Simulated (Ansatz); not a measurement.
Energy needed to pull apart CHO2 (SMILES O=[C]O), doublet, into free ground-state atoms, from the structure below (displaced at random from a GFN2-xTB minimum); no zero-point or spin–orbit terms; open-shell atoms are treated unrestricted, in their ground-state multiplicity.

```
atom    x (Å)    y (Å)    z (Å)
  O1   0.0504   0.2640   1.4297
  C2   0.4489  -0.2250   0.3315
  O3   0.0593  -0.3231  -0.9054
  H4  -0.4630   0.2381  -1.0597
```

Ansatz 0.2.0; basis: def2-TZVPP; cores frozen in the correlated methods; orbitals are unrestricted.

```tsv
method	atomization energy (eV)
PBE-D4	16.39
r2SCAN-D4	?
PBE0-D4	15.38
r2SCAN0-D4	14.75
LC-wPBE	15.37
wB97M-V	15.28
HF	8.80
MP2	?
CCSD	14.15
CCSD(T)	14.67
```

**Question.** What does MP2 give? (An estimate is asked for; the value comes from the calculation.)

**Answer.** Computed: 15.52 eV, which is about 0.84 eV more than CCSD(T)/def2-TZVPP.

**Question.** What does r2SCAN-D4 give? (An estimate is asked for; the value comes from the calculation.)

**Answer.** Computed: 15.55 eV, which is about 0.87 eV more than CCSD(T)/def2-TZVPP.

In triple zeta the MP2 and coupled-cluster atomization energies are still short of their basis limit by a few kcal/mol a bond, whereas those of the functionals are nearly converged, so these differences are not deviations from converged CCSD(T).

The T1 diagnostic stays at or below 0.025. ⟨S²⟩ of the unrestricted Hartree–Fock references: 0.77 (a pure state has 0.75).

For scale, one of the runs: CCSD(T)/def2-TZVPP forces, 107 basis functions (an equivalent command: `ansatz run in.yaml --threads 4`). The run took 40 s on 4 CPU threads (shared host), with 1.5 GiB of host memory at its peak.
